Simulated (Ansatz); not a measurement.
**C₃H₇NO: a ladder of functionals and wavefunction methods**

One table from this session's results is given with a row withheld; the runs are named, their logs left out.

Computed with Ansatz 0.2.0, Gaussian basis. Level: functionals in def2-TZVPP, the program's frozen cores in correlated methods.

The runs, in order: LDA (SPW92), PBE-D4, revPBE-D4, BLYP-D4, r2SCAN-D4, B97M-V, PBE0-D4, B3LYP-D4, r2SCANh-D4, r2SCAN0-D4, HSE06-D4, BHLYP-D4, CAM-B3LYP-D4, LC-ωPBE, ωB97X-V, ωB97M-V, B2PLYP, PBE-QIDH; CCSD(T)/def2-SVP; CCSD(T)/def2-TZVPP; MP2/def2-QZVPP; extrapolation to the limit; RPA on PBE.

### The relaxed structure

An earlier PBE0-D4 in a triple-zeta def2 set relaxation fixed the geometry.

SMILES `C/N=C/OC`, 12 atoms, charge 0, spin multiplicity 1.

Atoms are counted from 1 here; the program's logs count them from 0.

Bond lengths: C1–N2 1.439 Å, C1–H6 1.093 Å, C1–H7 1.093 Å, C1–H8 1.100 Å, N2–C3 1.256 Å, C3–O4 1.334 Å, C3–H9 1.095 Å, O4–C5 1.420 Å, C5–H10 1.088 Å, C5–H11 1.092 Å, C5–H12 1.092 Å. Angles: N2–C1–H6 109.7°, N2–C1–H7 109.7°, N2–C1–H8 113.8°, H6–C1–H7 106.9°, H6–C1–H8 108.3°, H7–C1–H8 108.3°, C1–N2–C3 117.6°, N2–C3–O4 124.1°, N2–C3–H9 125.5°, O4–C3–H9 110.4°, C3–O4–C5 115.6°, O4–C5–H10 105.9°, O4–C5–H11 110.7°, O4–C5–H12 110.7°, H10–C5–H11 110.6°, H10–C5–H12 110.6°, H11–C5–H12 108.4°.

The first run:

Input file in.yaml:

```yaml
crystal:
  periodic: [false, false, false]
  atoms:
    - {symbol: C, position_ang: [-0.192071, 1.809765, 0.905647]}
    - {symbol: N, position_ang: [-0.273641, 0.529863, 0.253662]}
    - {symbol: C, position_ang: [0.802585, -0.074072, 0.022234]}
    - {symbol: O, position_ang: [0.878899, -1.264699, -0.573686]}
    - {symbol: C, position_ang: [-0.361405, -1.843585, -0.951146]}
    - {symbol: H, position_ang: [-0.759929, 1.784341, 1.839725]}
    - {symbol: H, position_ang: [-0.652843, 2.574722, 0.274650]}
    - {symbol: H, position_ang: [0.836263, 2.125259, 1.135302]}
    - {symbol: H, position_ang: [1.803883, 0.291324, 0.275057]}
    - {symbol: H, position_ang: [-0.116583, -2.796490, -1.416185]}
    - {symbol: H, position_ang: [-0.890156, -1.196993, -1.654304]}
    - {symbol: H, position_ang: [-0.997901, -1.994535, -0.076957]}
basis:
  gaussian: {orbitals: def2-TZVPP}
hamiltonian: {xc: lda}
output: {orbitals: {seedname: orbitals}}
```

Run with:

```bash
$ ansatz run in.yaml --threads 4 --pin off --events-out ev --progress --plain --max-ram 10444MiB
```

Steps of the session up to this table: LDA; PBE-D4 (GGA); revPBE-D4 (GGA); BLYP-D4 (GGA); r2SCAN-D4 (meta-GGA); B97M-V (meta-GGA); PBE0-D4 (hybrid); B3LYP-D4 (hybrid); r2SCANh-D4 (hybrid); r2SCAN0-D4 (hybrid); HSE06-D4 (hybrid); BHLYP-D4 (hybrid); CAM-B3LYP-D4 (range-separated); LC-ωPBE (range-separated); ωB97X-V (range-separated); ωB97M-V (range-separated); B2PLYP (double hybrid); PBE-QIDH (double hybrid).

One of the session's tables, all rows but one given; the rest of the session is left out.

It belongs to the step «Orbital energies across the functionals». 

| functional | HOMO (eV) | LUMO (eV) | gap (eV) |
| --- | --- | --- | --- |
| LDA (SPW92) | -6.14 | -0.65 | 5.49 |
| PBE-D4 | -6.02 | -0.41 | 5.61 |
| revPBE-D4 | -5.96 | -0.31 | 5.65 |
| BLYP-D4 | -5.93 | -0.31 | 5.62 |
| r2SCAN-D4 | -6.32 | -0.16 | 6.16 |
| B97M-V | -6.41 | -0.09 | 6.32 |
| PBE0-D4 | -7.39 | 0.69 | 8.09 |
| B3LYP-D4 | -7.18 | 0.41 | 7.59 |
| r2SCANh-D4 | -6.82 | 0.24 | 7.06 |
| r2SCAN0-D4 | -7.57 | 0.84 | 8.41 |
| HSE06-D4 | -6.99 | 0.31 | 7.30 |
| BHLYP-D4 | ? | ? | ? |
| CAM-B3LYP-D4 | -8.77 | 1.85 | 10.62 |
| LC-ωPBE | -10.09 | 3.12 | 13.20 |
| ωB97X-V | -9.74 | 3.02 | 12.76 |
| ωB97M-V | -9.67 | 2.88 | 12.55 |

Q: Estimate the row for BHLYP-D4 from the others.

Worked estimate for «HOMO (eV)». Against the share of exact exchange, BLYP-D4 (0, -5.93), B3LYP-D4 (0.2, -7.18) give a slope of -6.25 per unit share; at 0.5 the line stands at -9.05.

The run gave: HOMO (eV): -8.61; LUMO (eV): 1.85; gap (eV): 10.46. In «HOMO (eV)» the line misses by -0.44.
